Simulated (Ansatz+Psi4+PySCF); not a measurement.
A calculation with Psi4 1.11.

```
molecule {
1 2
P 0.000000 0.000000 -0.015760
N 0.000000 0.000000 1.505760
}

basis {
assign N cc-pVTZ
assign P cc-pV(T+d)Z
}
set reference rohf
set scf_type pk
energy('scf')
```

The input is written out from the run's settings.

The run gave:

```yaml
Converged: yes
Total_energy: -394.77374 hartree
Spin_squared_of_the_determinant: 0.750
Occupied_orbitals_by_symmetry_in_an_Abelian_subgroup_alpha;_beta: 7 A1 2 B1 2 B2; 6 A1 2 B1 2 B2
```

This is not the lowest solution: another run reaches a determinant 0.43 eV lower. Caution: an unrestricted determinant lies well below.
